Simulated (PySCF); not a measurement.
The isolated species isocyanodiacetylene, `[N+](C#CC#C)#[C-]` is ionised with Al Kα (hν = 1486.6 eV). Calculated photoelectron kinetic energies of its computed core levels, recoil neglected:

| line | kinetic energy (eV) |
| --- | --- |
| 1 | 1195.77 |
| 2 | 1194.79 |
| 3 | 1194.70 |
| 4 | 1193.96 |
| 5 | 1079.00 |

Method used: delta-SCF UKS SCAN, pcX-2 on the ionised atom, pcseg-1 elsewhere, spin-free X2C in PySCF.

Q: Convert to binding energies and name the level and atom behind each line. Numbering: `[C-:1]#[N+:2][C:3]#[C:4][C:5]#[CH:6]`.

A: Against the vacuum level, binding energy = hν − kinetic energy.

```json
{"line": "1", "binding energy (eV)": "290.83", "level": "C 1s", "atoms": "C6", "environment": "terminal alkyne carbon"}
{"line": "2", "binding energy (eV)": "291.81", "level": "C 1s", "atoms": "C5", "environment": "alkyne carbon"}
{"line": "3", "binding energy (eV)": "291.90", "level": "C 1s", "atoms": "C4", "environment": "alkyne carbon"}
{"line": "4", "binding energy (eV)": "292.64", "level": "C 1s", "atoms": "C3", "environment": "alkyne carbon"}
{"line": "5", "binding energy (eV)": "407.60", "level": "N 1s", "atoms": "N2", "environment": "isocyanide nitrogen"}
```

Q: Where does line 4 move with hν = 800.0 eV?

A: To 800.0 − 292.64 = 507.36 eV; every photoline shifts by the change in photon energy, -686.6 eV.

Lowest listed C 1s: C6, bonded to C (triple bond) and H. Highest, 1.81 eV above it: C3, bonded to N and C (triple bond). Summing the Pauling electronegativity differences to the bonded atoms, each weighted by its formal bond order, gives -0.35 for the lowest site and +0.49 for the highest; no listed site has a larger sum than the highest.

Q: What is the C 1s shift of C4 against C3?

A: 291.90 − 292.64 = -0.74 eV, or -71 kJ/mol.

Other core shells, valence and Auger electrons aren't listed. The list is incomplete; no value stands for C 1s of C1 (hole states with ⟨S²⟩ of 1 or more are left out). Spin contamination (⟨S²⟩ against 0.75 for a pure doublet) is marked for C 1s of C3 (0.94), C 1s of C4 (0.95), C 1s of C5 (0.96) and C 1s of C6 (0.89), which makes these values less certain. Isolated species at its GFN2-xTB geometry, gas phase.

The run took 23 s wall on an Arm Neoverse V2 with one thread, no GPU, shared host.
